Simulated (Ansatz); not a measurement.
A made-up structure of CH$_{4}$AlSi, doublet:

| atom | x (Å) | y (Å) | z (Å) |
| --- | --- | --- | --- |
| Al1 | 0.8031 | 0.1536 | 0.7014 |
| C2 | 0.2523 | -0.4407 | -0.8006 |
| Si3 | -1.6092 | -0.2147 | -1.2116 |
| H4 | -2.3832 | 0.4370 | -0.2153 |
| H5 | 0.9594 | -0.9219 | -1.4711 |
| H6 | -0.1420 | 0.8350 | 1.6776 |
| H7 | 2.2282 | 0.0818 | 1.2254 |

It is relaxed with PBE-D4/def2-SVP and then PBE0-D4/def2-TZVP (Ansatz 0.2.0). Atoms count as bonded within 1.22 times the sum of their covalent radii (H–H: 0.88 Å). The end point is not checked to be a true minimum.

(1) Does its bonding change? (A judgement: the text doesn't fix the answer.)

Answers

(1) Computed: No: no bond forms or breaks.

Where it ends: The first stage lowers the energy by 1.17 eV in 6 steps. It ends as CH₄AlSi ([AlH2][CH][SiH]):
Al1  (0.783, 0.205, 0.798)
C2  (0.200, -0.473, -0.895)
Si3  (-1.465, -0.248, -1.211)
H4  (-2.303, 0.440, -0.172)
H5  (0.868, -0.961, -1.597)
H6  (-0.279, 0.901, 1.751)
H7  (2.305, 0.067, 1.231)
(Å)

Labels in which every atom is bracketed show which atoms are joined, not bond orders.

For scale, one of the runs: PBE0-D4/def2-TZVP relaxation, 129 basis functions, launched by `ansatz run in.yaml --threads 2 --pin off --events-out ev --progress --plain --max-ram 4352MiB`. The run took about 33 s on 2 CPU threads of an Intel Xeon Platinum 8259CL (shared host).
